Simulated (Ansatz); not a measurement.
Which level was it?

Si2H5O has 8 atoms, charge 0, and is taken as a doublet. As SMILES, `O[SiH][SiH3]`. The coordinates come from a PBE0-D4/def2-TZVP relaxation. This is one conformer, not always the lowest.

```xyz
8

O    -0.9290    0.9384   -1.7171
Si    0.0904    1.1340   -0.4250
Si    0.3142   -0.7742    0.9176
H    -1.8059    0.5984   -1.5303
H     1.3787    1.5823   -1.0244
H     1.1900   -0.4268    2.0690
H     0.8839   -1.9604    0.2167
H    -1.0302   -1.1487    1.4376
```

A calculation with Ansatz 0.2.0 gave:

The total energy is -656.8736 Eh and the HOMO energy is -4.99 eV. The LUMO energy is -2.80 eV. The ⟨S²⟩ is 0.755.

Q: Which of these levels gave the numbers?
A. PBE0/def2-SVPD
B. B3LYP/6-31G* (Cartesian functions)
C. r2SCAN/def2-SVPD
D. B3LYP/6-31G* (spherical functions)

A: C. The others give -656.6370 Eh (PBE0/def2-SVPD), -657.1941 Eh (B3LYP/6-31G* (Cartesian functions)), -657.1893 Eh (B3LYP/6-31G* (spherical functions)).
